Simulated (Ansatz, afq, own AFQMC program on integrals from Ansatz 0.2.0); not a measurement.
# Where AFQMC and coupled cluster stand for SiGeH, quartet

```xyz
3

Si    0.0000    0.0946    1.7341
Ge    0.0000   -0.0570   -0.6551
H     0.0000    1.4696   -1.1082
```

Connectivity, by distances: Si–GeH.

Basis cc-pVDZ. Only valence electrons are correlated. Ansatz 0.2.0 and our own AFQMC program on the same integrals; the CISD trial comes from CCSD amplitudes, and released means the phaseless constraint is let go. Free AFQMC starts from the CCSD state and is never constrained. Its projection time is finite, and what remains of the start isn't in its error. ± is one standard error of the sampling. No spin–orbit coupling.

Determinant: UHF, the one that the program's search chose, which needn't be the lowest solution. The geometry is a point of a scan.

No full CI on the walks' own integrals is used here; CCSDT(Q) serves as the reference and is uncertain by about the last step of the cluster series.

Cautions: no relativity below Rb; no spin-orbit coupling; inner d shell frozen; lower spins were not checked.

* T1 diagnostic: 0.0248
* weight of the determinant in the CISD state: 0.859
* ⟨S²⟩ of the determinant: 3.776
* size of the correlated space: 9 electrons in 31 orbitals

| level | correlation energy (eV) |
| --- | --- |
| MP2 | -3.5511 |
| CCSD | -4.4989 |
| CCSD(T) | -4.6819 |

Problem. Estimate where free-projection AFQMC lies against CCSD(T) on the same integrals.

Solution. 63.2 ± 15.9 meV below CCSD(T).

Reference: CCSDT(Q), correlation energy -4.741 eV. The released energy is read at 2.40 1/Eh (meV from the phaseless value at times in 1/Eh: -5 ± 13 at 0.24, -3 ± 10 at 0.51, -2 ± 8 at 0.99, -15 ± 8 at 1.62, -7 ± 10 at 2.40).

```csv
level,E − E(reference) (meV),share of correlation (%)
CCSD(T),58.8,98.76
CCSDT,12.9,99.73
ph-AFQMC/HF,213.8 ± 28.1,95.49
ph-AFQMC/CISD,9.6 ± 11.9,99.80
released AFQMC,3.0 ± 9.5,99.94
free AFQMC,-4.4 ± 15.9,100.09
```

Free projections are given only where their last times agree within the noise and don't stop above the reference; a slow remainder of the start can still hide under it. A walk keeps the symmetry of its determinant, which the program's search chose and which needn't be the lowest solution, so a lower state of the same spin and another symmetry isn't excluded. Released energies are given only where the last usable release times agree within the noise; a slower fall can still hide under it.
